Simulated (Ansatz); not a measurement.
## Pulling the pair apart

The pair of F2 (SMILES FF, atoms 1–2) and F2 (SMILES FF, atoms 3–4), both closed shells, in one local arrangement (a lower one may exist), relaxed at PBE0-D4/def2-TZVP:

```xyz
4
angstrom
F -0.6192 0.2885 -1.6556
F 0.5469 -0.3542 -2.0015
F -0.1442 0.1118 1.1692
F 0.2166 -0.0461 2.4878
```

F2 is shifted rigidly along the line between the mean atom positions of the two fragments (negative: closer). Counterpoise interaction energies in kJ/mol. Computed with Ansatz 0.2.0 (basis: def2-TZVPPD); correlated methods freeze the cores.

| shift (Å) | MP2 | PBE-D4 | HF |
| --- | --- | --- | --- |
| -0.29 | -0.1 | -1.4 | 3.4 |
| -0.14 | -1.0 | -1.9 | 1.8 |
| 0.00 | -1.2 | -2.0 | 0.9 |
| 0.14 | -1.2 | -1.9 | 0.4 |
| 0.34 | -1.0 | -1.5 | 0.1 |
| 0.72 | -0.7 | -0.9 | 0.0 |
| 1.44 | -0.3 | -0.3 | 0.0 |
| 2.87 | -0.1 | 0.0 | 0.0 |

(1) What does CCSD(T) give at these shifts? (To be estimated.)

No T1 diagnostic of these runs exceeds 0.013. The restricted Hartree–Fock reference is unstable towards an unrestricted one here.

Answers

(1) Computed: -0.1, -1.0, -1.2, -1.2, -1.0, -0.7, -0.2, 0.0 kJ/mol. For zero shift, CCSD(T) at an estimated basis limit (MP2 extrapolated from triple and quadruple zeta, plus CCSD(T) − MP2 in triple zeta) gives -1.4 kJ/mol. These are counterpoise interaction energies, counted from the two frozen fragments.

For scale, one of the runs: CCSD(T)/def2-TZVPPD, 160 basis functions, launched by `ansatz run in.yaml --threads 2 --pin off --events-out ev --progress --plain --max-ram 5222MiB`. Hardware: 2 CPU threads of an Intel Xeon Platinum 8375C, shared host. Wall time 15 s; peak host memory 0.98 GiB.
